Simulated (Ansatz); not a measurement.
**SiP+ (triplet): from Hartree-Fock to the top rungs, cc-pVTZ**

An exercise on one series of results from a longer session: the logs are not shown, and one member is left open.

Computed with Ansatz 0.2.0, Gaussian basis. Level: cc-pVTZ, core rule «outside noble gas», up to 10 orbitals frozen.

Plan: UHF; CCSD(T) on ROHF; CCSD(T) on UHF; BCCD(T) on ROHF; CISD; CCSDT(Q) on ROHF; CCSDT(Q) on UHF; CASSCF and MRCISD+Q, 8 electrons in 8 orbitals; CASSCF and NEVPT2, 8 electrons in 8 orbitals.

15 further runs of the same task are left out: 9 that didn't finish, 6 set aside as unsound or not needed.

## What is computed

The geometry is a PBE0/def2-TZVP stationary point (not a proven minimum) of the parent state, kept for this charge and spin.

2 atoms, charge 1, spin multiplicity 3.

Atoms are counted from 1 here; the program's logs count them from 0.

Bond lengths: Si1–P2 2.343 Å.

Coordinates:

```xyz
2

Si    0.00000    0.00000    0.00000
P     0.00000    0.00000    2.34300
```

The first run:

in.yaml

```yaml
crystal:
  periodic: [false, false, false]
  atoms:
    - {symbol: Si, position_ang: [0.000000, 0.000000, 0.000000]}
    - {symbol: P, position_ang: [0.000000, 0.000000, 2.343000]}
basis:
  gaussian: {orbitals: cc-pVTZ}
total_charge: 1
magnetization: {spin_polarized: true, initial_magnetization: 2}
hamiltonian: {xc: hf}
output: {orbitals: {seedname: orbitals}}
```

Run with:

```console
ansatz run in.yaml --threads 1 --pin off --events-out ev --progress --plain --max-ram 2393MiB
```

Among the steps run: UHF; CCSD(T) on ROHF; CCSD(T) on UHF; BCCD(T) on ROHF; CISD; CCSDT(Q) on ROHF; CCSDT(Q) on UHF; CASSCF and MRCISD+Q, 8 electrons in 8 orbitals; CASSCF and NEVPT2, 8 electrons in 8 orbitals.

One of the session's tables, all rows but one given; the rest of the session is left out.

| method | from UCCSDT(Q) (kcal/mol) |
| --- | --- |
| ROHF | +135.08 |
| UHF | +131.61 |
| RMP2 | +29.59 |
| UMP2 | +30.74 |
| CISD | +17.21 |
| RCCSD | +8.51 |
| UCCSD | +8.33 |
| RCCSD(T) | +1.76 |
| UCCSD(T) | +1.77 |
| BCCD(T) | +1.76 |
| RCCSDT | +0.53 |
| UCCSDT | +0.49 |
| RCCSDT(Q) | ? |
| UCCSDT(Q) | 0 |
| CASSCF valence | +97.56 |
| NEVPT2 valence | +23.80 |
| MRCISD valence | +9.31 |
| MRCISD+Q valence | +1.55 |

Q: Estimate the row for RCCSDT(Q) from the others.

As computed: from UCCSDT(Q) (kcal/mol): +0.07. In the column «from UCCSDT(Q) (kcal/mol)» it lies between UCCSDT(Q) (0) and UCCSDT (+0.49).

Caveats from the session: Restricted and unrestricted rows rest on different reference determinants; where their highest levels disagree by more than a few hundredths of an eV, they describe different states and don't form one ladder.
